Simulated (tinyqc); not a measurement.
A ladder of methods, and size consistency: correlation methods against full CI in the sto-3g basis, for H2O, spin multiplicity 1. Computed by the program tinyqc with PySCF. All electrons correlated; +Q is the Davidson correction (1 - c0^2) E_corr. The last columns treat two copies 100 angstrom apart as one system. FCI is the lowest singlet.

Geometry (angstrom):
```
atom       x        y       z
O     0.0000   0.0000  0.0000
H     0.0000   0.8160  0.7210
H     0.0000  -0.8850  0.7820
```

RHF energy of one = -74.927548 hartree

Correlation energies (hartree):
```
method   E_corr of one  share of FCI (%)  E_corr of two at 100 angstrom  two minus twice one (mhartree)
MP2          -0.054632           69.4407                      -0.109263                          0.0000
CISD         -0.076458           97.1841                      -0.145723                          7.1930
CISD+Q       -0.080431          102.2333                      -0.158781                          2.0798
CCSD         -0.078421           99.6794                      -0.156843                       -2.07e-05
CCSD(T)      -0.078517           99.8006                      -0.157034                       -2.07e-05
FCI          -0.078674          100.0000                              -                               -
```

What does the comparison show, and why?

MP2 recovers 69 %, CISD 97.2 % and CCSD 99.7 % of the FCI value (c0^2 = 0.948 in CISD). MP2 and coupled cluster are size consistent, so their last column vanishes; CISD loses 7.19 mhartree, since a double excitation on each copy is a quadruple of the pair, and the Davidson correction leaves +2.08.
